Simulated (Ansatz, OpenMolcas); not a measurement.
**Heat of formation of SF2 (sulfur difluoride) from total energies**

SF2: 3 atoms, total charge 0, spin state singlet. As SMILES, `FSF`. Geometry: relaxed at PBE0-D4/def2-TZVP.

```xyz
3

F     0.4401    1.1164    0.3654
S    -0.6020    0.1265   -0.3152
F     0.1618   -1.2430   -0.0502
```

Total energies at HF/def2-TZVP (OpenMolcas 26.06); the atoms run unrestricted:

| species | state | energy (Eh) |
| --- | --- | --- |
| SF2 | singlet | -596.449620 |
| F | doublet | -99.411799 |
| S | triplet | -397.501955 |

Harmonic wavenumbers at PBE0-D4/def2-TZVP, in cm⁻¹: 355, 834, 862.

Measured heats of formation of the gaseous atoms at 298.15 K, in kJ/mol: F 79.4, S 277.0. Spin-orbit lowering of the atoms at 298 K (mean of the ground term's levels less their thermal mean, from spectra), in kJ/mol: F 1.29, S 1.88. Take 1 Eh = 2625.50 kJ/mol, 1 cm⁻¹ = 0.0119627 kJ/mol, RT = 2.479 kJ/mol.

Question: Work out the heat of formation of the gas at 298 K.

Answer: 
1. Electronic atomisation energy: 2 × (-99.411799) + (-397.501955) − (-596.449620) = 0.124067 Eh = 325.7 kJ/mol.
2. Zero-point energy: half the sum of the wavenumbers, 1025.5 cm⁻¹ = 12.3 kJ/mol.
3. Thermal vibrational enthalpy, Σ hcν̃/(exp(hcν̃/kT) − 1): 1.3 kJ/mol. Translation, rotation and pV of a non-linear molecule: 4 RT = 9.9 kJ/mol.
4. The 3 free atoms carry 5/2 RT each: 18.6 kJ/mol.
5. Spin-orbit coupling lowers the free atoms by 2 × 1.29 + 1.88 = 4.5 kJ/mol.
6. Atomisation enthalpy at 298 K: 325.7 − 4.5 − 12.3 − 1.3 − 9.9 + 18.6 = 316.3 kJ/mol.
7. Sum of the atoms' heats of formation: 435.8 kJ/mol. Heat of formation: 435.8 − 316.3 = +119.5 kJ/mol.

The tabulated value is -296.6 kJ/mol (NIST-JANAF tables), so this level is off by +416.1 kJ/mol, or 56.8 % of the atomisation enthalpy. Hartree–Fock leaves out correlation, which is larger in the molecule than in the atoms, so it underbinds and puts the heat of formation too high. Anharmonicity and any spin-orbit splitting of the molecule are left out.
